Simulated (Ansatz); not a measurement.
# [BH2···H···SiH3], doublet along the distance B1-H4

Starting geometry:

```tsv
atom	x (Å)	y (Å)	z (Å)
B	-2.1227	0.0000	0.0000
H	-2.7195	1.0336	0.0000
H	-2.7195	-1.0336	0.0000
H	-0.9293	0.0000	0.0000
Si	0.9003	0.0000	0.0000
H	1.3502	-1.4163	0.0000
H	1.3502	0.7081	-1.2265
H	1.3502	0.7081	1.2265
```

From there H4 is moved from one fragment to the other while all else, the fragments' distance too, stays fixed; atoms are numbered as listed. Energies are in kcal/mol, counted from the starting geometry at the same level. Kohn–Sham curves are unrestricted where that lies lower.

Basis cc-pVDZ; Ansatz 0.2.0. Only valence electrons are correlated (noble-gas cores frozen). Prefix R: restricted or restricted open-shell reference; prefix U: unrestricted.

A value is left out where its run failed or describes another state than the reference as far as symmetry and spin tell, or, spin-broken singlets apart, can't be checked. The reference follows the lowest state, whose symmetry changes from A' to A'' between 1.360 and 1.472.

In so small a basis the reference is far from its limit while semilocal and hybrid functionals are nearer theirs (RPA and double hybrids share much of the reference's basis error), so the functionals' errors here hold much of the reference's basis and frozen-core error, which can add to them or hide them.

Full CI isn't at hand for all of this; UCCSDT(Q) serves as the reference, and is uncertain by about the last step of the cluster series.

| distance B1-H4 (Å) | UCCSDT(Q) | wB97X-V | wB97M-V | B2PLYP |
| --- | --- | --- | --- | --- |
| 1.194 | 0.0 | 0.0 | 0.0 | 0.0 |
| 1.249 | 0.6 | 0.5 | 0.6 | 0.6 |
| 1.360 | 4.1 | 3.8 | 4.1 | 4.0 |
| 1.472 | 5.8 | – | 8.1 | – |
| 1.583 | 9.7 | 12.5 | 11.7 | 11.5 |
